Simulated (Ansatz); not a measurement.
HAlGa, doublet in 6-31G: errors against full CI

Geometry: a point of a stretch scan, not a stationary point.

```xyz
3

Al    0.0000    0.0000    0.8584
Ga    0.0000    0.0000   -3.3386
H     0.0000    0.0000    2.4802
```

Basis 6-31G (Cartesian d functions); Ansatz 0.2.0. Correlated methods freeze the noble-gas cores and the filled d shells of p-block atoms, which leaves 7 electrons in 25 orbitals. Prefix R: restricted or restricted open-shell reference. Active spaces: pair = (3e, 3o) about the gap. No spin–orbit coupling is included, and no scalar relativity.

Full CI is exact within this basis and frozen core; it isn't the basis-set limit.

For open shells CISD is restricted-active-space CI with the open shells as a complete middle space.

* UHF ⟨S²⟩: 0.751
* T1 diagnostic (RCCSD): 0.0188
* largest doubles amplitude (RCCSD): 0.084

Task: From what is known of these methods and the diagnostics, rank them by the size of their error in total energy against full CI in 6-31G, smallest first (an estimate: the text doesn't fix the numbers).
A. RCCSDT(Q)
B. BCCD(T)
C. MRCISD+Q (pair space)
D. RCCSD
E. RMP2

Result: A (0.1 kJ/mol), B (1.0 kJ/mol), D (2.6 kJ/mol), C (4.9 kJ/mol), E (74.9 kJ/mol).

All errors are against full CI in 6-31G. Below it: MRCISD+Q (pair space). Within each family the higher level lies nearer, as is usual though not guaranteed.

The full-CI state has the irrep B1 of C2v, in the program's axes (one component, if the state is degenerate).

Natural occupations of full CI about the gap: 1.967 1.922 1.892 0.992 0.048 0.043 0.043 0.036 0.029 0.008; effectively unpaired electrons, Σ n²(2−n)², 1.10.
